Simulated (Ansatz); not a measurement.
**Question.** Name a neutral molecule of N, P and H with size of the dipole moment (PBE/def2-TZVPP) between 1.25 and 1.55 D and size of the dipole moment (ωB97M-V/def2-TZVPP) between 1.35 and 1.65 D (Ansatz, PBE0-D4/def2-TZVP geometry).

**Answer.** `NP(N)N` (1.37 D, 1.36 D). Other molecules can fit too; these were computed, each in one conformer that needn't be the lowest.
